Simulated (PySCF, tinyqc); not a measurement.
Worked calculation: G0W0 on RHF in the sto-3g basis, for CH2, spin multiplicity 1. The lowest restricted solution is unstable here: a spin-polarised one lies 0.0372 hartree lower (PySCF). One step of it, computed by the program tinyqc.

Question. G0W0 on Hartree-Fock: LUMO. W(p,q,m) = sqrt2 sum_ia (pq|ia) (X+Y)_ia,m; Sigma_c(x) = sum_(i,m) W^2/(x - e_i + w_m) + sum_(a,m) W^2/(x - e_a - w_m); solve x = e_p + Sigma_c(x) by Newton steps; Z = 1/(1 - dSigma/dx); 1 hartree = 27.211386 eV.

orbital energies (hartree): MO1 -10.991469, MO2 -0.800729, MO3 -0.512805, MO4 -0.280210, MO5 0.237797, MO6 0.572862, MO7 0.704982

Two-electron integrals over orbitals (pq|rs), unique and non-zero (hartree):
```
p,q,r,s,(pq|rs)
1,1,1,1,3.507250
2,1,1,1,-0.292193
2,1,2,1,0.038808
2,2,1,1,0.713918
2,2,2,1,-0.007425
2,2,2,2,0.540403
3,1,3,1,0.007242
3,2,3,1,0.012783
3,2,3,2,0.143750
3,3,1,1,0.595606
3,3,2,1,-0.002471
3,3,2,2,0.507080
3,3,3,3,0.517520
4,1,1,1,0.159894
4,1,2,1,-0.018117
4,1,2,2,0.014319
4,1,3,3,0.006024
4,1,4,1,0.026329
4,2,1,1,-0.084151
4,2,2,1,0.007258
4,2,2,2,0.022898
4,2,3,3,0.020289
4,2,4,1,0.013699
4,2,4,2,0.077129
4,3,3,1,-0.002353
4,3,3,2,0.024096
4,3,4,3,0.032342
4,4,1,1,0.806691
4,4,2,1,-0.012971
4,4,2,2,0.500105
4,4,3,3,0.461873
4,4,4,1,-0.012076
4,4,4,2,-0.085401
4,4,4,4,0.663865
5,1,5,1,0.021704
5,2,5,1,0.023596
5,2,5,2,0.090579
5,3,5,3,0.019547
5,4,5,1,-0.012771
5,4,5,2,-0.038199
5,4,5,4,0.050342
5,5,1,1,0.851990
5,5,2,1,-0.009320
5,5,2,2,0.543079
5,5,3,3,0.477978
5,5,4,1,0.004612
5,5,4,2,-0.044814
5,5,4,4,0.581165
5,5,5,5,0.672833
6,1,1,1,-0.222882
6,1,2,1,0.031866
6,1,2,2,-0.000123
6,1,3,3,0.000514
6,1,4,1,-0.004994
6,1,4,2,0.014537
6,1,4,4,-0.019013
6,1,5,5,-0.005970
6,1,6,1,0.031695
6,2,1,1,0.243647
6,2,2,1,-0.005656
6,2,2,2,0.081679
6,2,3,3,0.024241
6,2,4,1,0.014462
6,2,4,2,0.001152
6,2,4,4,0.076416
6,2,5,5,0.124643
6,2,6,1,0.001996
6,2,6,2,0.097280
6,3,3,1,0.001205
6,3,3,2,-0.071436
6,3,4,3,-0.029376
6,3,6,3,0.086797
6,4,1,1,0.106738
6,4,2,1,0.000121
6,4,2,2,0.035988
6,4,3,3,0.005206
6,4,4,1,0.004072
6,4,4,2,-0.004843
6,4,4,4,0.057678
6,4,5,5,0.051528
6,4,6,1,0.002540
6,4,6,2,0.050164
6,4,6,4,0.034831
6,5,5,1,0.016586
6,5,5,2,0.056179
6,5,5,4,-0.012800
6,5,6,5,0.043633
6,6,1,1,0.675804
6,6,2,1,-0.005696
6,6,2,2,0.526060
6,6,3,3,0.505934
6,6,4,1,0.021296
6,6,4,2,0.055881
6,6,4,4,0.450413
6,6,5,5,0.495679
6,6,6,1,0.005967
6,6,6,2,0.057069
6,6,6,4,0.022549
6,6,6,6,0.561868
7,1,3,1,0.012523
7,1,3,2,0.020073
7,1,4,3,-0.004323
7,1,6,3,0.001781
7,1,7,1,0.021766
7,2,3,1,0.008967
7,2,3,2,0.001841
7,2,4,3,-0.030519
7,2,6,3,0.046253
7,2,7,1,0.014475
7,2,7,2,0.054180
7,3,1,1,0.253638
7,3,2,1,-0.005909
7,3,2,2,0.060388
7,3,3,3,0.028491
7,3,4,1,-0.000704
7,3,4,2,-0.055417
7,3,4,4,0.123919
7,3,5,5,0.128168
7,3,6,1,-0.006390
7,3,6,2,0.075250
7,3,6,4,0.042213
7,3,6,6,0.006234
7,3,7,3,0.117490
7,4,3,1,-0.008304
7,4,3,2,-0.069484
7,4,4,3,0.008067
7,4,6,3,0.039618
7,4,7,1,-0.013983
7,4,7,2,-0.009286
7,4,7,4,0.060251
7,5,5,3,0.018566
7,5,7,5,0.022571
7,6,3,1,0.008699
7,6,3,2,0.113121
7,6,4,3,0.035439
7,6,6,3,-0.079967
7,6,7,1,0.013922
7,6,7,2,-0.024132
7,6,7,4,-0.051323
7,6,7,6,0.114855
7,7,1,1,0.750752
7,7,2,1,-0.009256
7,7,2,2,0.516468
7,7,3,3,0.517684
7,7,4,1,0.003648
7,7,4,2,-0.012891
7,7,4,4,0.524747
7,7,5,5,0.526913
7,7,6,1,-0.007216
7,7,6,2,0.043512
7,7,6,4,0.015502
7,7,6,6,0.511608
7,7,7,3,0.067834
7,7,7,7,0.560090
```

excitation energies w (hartree): 0.600911  0.788729  0.897206  1.063304  1.210540  1.257510  1.344936  1.626184  1.645974  11.272632  11.627553  11.739931

X + Y:
```
,1,2,3,4,5,6,7,8,9,10,11,12
1>5,0.003063,0.000000,0.000000,0.000000,-0.008079,0.000000,0.000000,0.000000,0.000000,0.998071,0.000000,0.000000
1>6,0.000000,0.000000,-0.001013,0.000000,0.000000,0.000000,0.002130,0.000000,0.000402,0.000000,0.997277,0.000000
1>7,0.000000,0.000000,0.000000,0.003893,0.000000,0.002284,0.000000,-0.004842,0.000000,0.000000,0.000000,0.998144
2>5,0.133732,0.000000,0.000000,0.000000,0.921422,0.000000,0.000000,0.000000,0.000000,0.000779,0.000000,0.000000
2>6,0.000000,0.000000,-0.133889,0.000000,0.000000,0.000000,-0.548982,0.000000,0.760581,0.000000,0.000082,0.000000
2>7,0.000000,0.000000,0.000000,0.110822,0.000000,-0.207689,0.000000,0.940493,0.000000,0.000000,0.000000,0.000644
3>5,0.000000,0.975531,0.000000,0.000000,0.000000,0.000000,0.000000,0.000000,0.000000,0.000000,0.000000,0.000000
3>6,0.000000,0.000000,0.000000,-0.407226,0.000000,0.827388,0.000000,0.172665,0.000000,0.000000,0.000000,0.000057
3>7,0.000000,0.000000,-0.119345,0.000000,0.000000,0.000000,0.798486,0.000000,0.459481,0.000000,-0.000233,0.000000
4>5,0.923642,0.000000,0.000000,0.000000,-0.066542,0.000000,0.000000,0.000000,0.000000,-0.000209,0.000000,0.000000
4>6,0.000000,0.000000,0.964209,0.000000,0.000000,0.000000,0.021890,0.000000,0.105431,0.000000,0.000064,0.000000
4>7,0.000000,0.000000,0.000000,0.876365,0.000000,0.366069,0.000000,-0.005008,0.000000,0.000000,0.000000,-0.000403
```

Give: The 12 largest terms at x = e_p; Newton steps; quasiparticle energy of the LUMO; Hartree-Fock value.

Answer.

The 12 largest terms at x = e_p (hartree; W for the signs of X + Y given):
```
q,m,W,term
5,9,0.2250,-0.0308
2,5,0.1214,0.0065
6,5,0.0742,-0.0036
4,1,0.0585,0.0031
5,7,0.0495,-0.0018
4,5,-0.0544,0.0017
5,3,0.0250,-0.0007
2,1,-0.0327,0.0007
7,2,0.0256,-0.0005
3,2,0.0270,4.72e-04
2,10,0.0334,9.07e-05
1,5,0.0317,8.08e-05
```

Newton steps (hartree):
```
step,x,Sigma_c(x),Z
0,0.2378,-0.0248,0.9700
1,0.2138,-0.0240,0.9704
2,0.2138,-0.0240,0.9704
```

quasiparticle energy of the LUMO = 5.8166 eV

Hartree-Fock value = 6.4708 eV
